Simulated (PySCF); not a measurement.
Gas-phase reaction: AlHCl2 + AlF2 ⇌ AlClF + HF + AlCl

Method: PySCF energies (xtb for GFN2) plus ideal-gas RRHO corrections (1 bar). † marks an energy on the PBE0/def2-TZVP geometry and frequencies; other levels use their own. CCSD(T) freezes the core. 6-31G* has spherical d functions here. Open shells (unrestricted): AlF2 (multiplicity 2), AlClF (multiplicity 2); the rest are closed-shell singlets. GFN2 has no spin-polarisation term. B3LYP is the form with VWN-RPA correlation. AlHCl2: computed as isolated molecules; such fragments, hydroxides, amides, oligomers or adducts are transient or little studied in the gas. CCSD(T) isn't extrapolated to the basis-set limit; its ΔH°(298 K) is 238.5 kJ in def2-SVP and 235.2 kJ in def2-TZVPP. The harmonic model lacks anharmonicity and excited electronic states, which grow with temperature; levels with a mode under 35 cm⁻¹ are left out.

```json
[
 {"level": "B3LYP/6-31G*", "ΔE electronic, kJ": "255", "ΔH°(298 K), kJ": "258", "ΔS°(298 K), J/K": "132", "ΔG°(600 K), kJ": "179"},
 {"level": "B3LYP/def2-TZVP†", "ΔE electronic, kJ": "231", "ΔH°(298 K), kJ": "235", "ΔS°(298 K), J/K": "131", "ΔG°(600 K), kJ": "157"},
 {"level": "CCSD(T)/def2-SVP†", "ΔE electronic, kJ": "234", "ΔH°(298 K), kJ": "238", "ΔS°(298 K), J/K": "131", "ΔG°(600 K), kJ": "160"},
 {"level": "GFN2-xTB", "ΔE electronic, kJ": "443", "ΔH°(298 K), kJ": "447", "ΔS°(298 K), J/K": "127", "ΔG°(600 K), kJ": "370"},
 {"level": "HF/6-31G*", "ΔE electronic, kJ": "256", "ΔH°(298 K), kJ": "260", "ΔS°(298 K), J/K": "133", "ΔG°(600 K), kJ": "180"},
 {"level": "M06-2X/def2-TZVP†", "ΔE electronic, kJ": "229", "ΔH°(298 K), kJ": "234", "ΔS°(298 K), J/K": "131", "ΔG°(600 K), kJ": "155"},
 {"level": "PBE/def2-TZVP†", "ΔE electronic, kJ": "224", "ΔH°(298 K), kJ": "229", "ΔS°(298 K), J/K": "131", "ΔG°(600 K), kJ": "150"},
 {"level": "r2SCAN/def2-TZVP†", "ΔE electronic, kJ": "260", "ΔH°(298 K), kJ": "264", "ΔS°(298 K), J/K": "131", "ΔG°(600 K), kJ": "185"},
 {"level": "LDA/def2-TZVP†", "ΔE electronic, kJ": "242", "ΔH°(298 K), kJ": "246", "ΔS°(298 K), J/K": "131", "ΔG°(600 K), kJ": "167"},
 {"level": "ωB97X-V/def2-TZVP†", "ΔE electronic, kJ": "254", "ΔH°(298 K), kJ": "258", "ΔS°(298 K), J/K": "131", "ΔG°(600 K), kJ": "179"}
]
```
ΔH° is lowest at PBE/def2-TZVP† and highest at GFN2-xTB. No reference value is set beside these.
